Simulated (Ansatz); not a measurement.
A made-up structure of BSiNH6, closed shell:

N1  (-0.038, 0.805, -0.040)
B2  (-0.844, 0.768, -1.167)
Si3  (0.605, -0.897, 0.831)
H4  (-1.189, -0.207, -1.669)
H5  (-1.232, 1.713, -1.693)
H6  (0.212, 1.722, 0.329)
H7  (0.112, -2.114, 0.117)
H8  (2.095, -0.965, 0.853)
H9  (0.143, -0.991, 2.246)
(Å)

It is relaxed with PBE-D4/def2-SVP and then PBE0-D4/def2-TZVP (Ansatz 0.2.0). Atoms count as bonded within 1.22 times the sum of their covalent radii (H–H: 0.88 Å). The end point is not checked to be a true minimum.

Does its bonding change? (A judgement: the text doesn't fix the answer.)

Computed: No: no bond forms or breaks.

Where it ends: The first stage lowers the energy by 0.69 eV in 7 steps. It ends as BSiNH₆ ([BH2][NH][SiH3]):
N1  (-0.014, 0.635, -0.008)
B2  (-0.827, 0.695, -1.145)
Si3  (0.570, -0.807, 0.783)
H4  (-1.181, -0.327, -1.659)
H5  (-1.154, 1.761, -1.584)
H6  (0.263, 1.519, 0.397)
H7  (0.050, -1.972, 0.032)
H8  (2.056, -0.822, 0.798)
H9  (0.101, -0.849, 2.193)
(Å)

Labels in which every atom is bracketed show which atoms are joined, not bond orders.

For scale, one of the runs: PBE0-D4/def2-TZVP relaxation, 135 basis functions, launched by `ansatz run in.yaml --threads 2 --pin off --events-out ev --progress --plain --max-ram 4352MiB`. Hardware: 2 CPU threads of an Arm Neoverse V1, shared host. Wall time about 13 s.
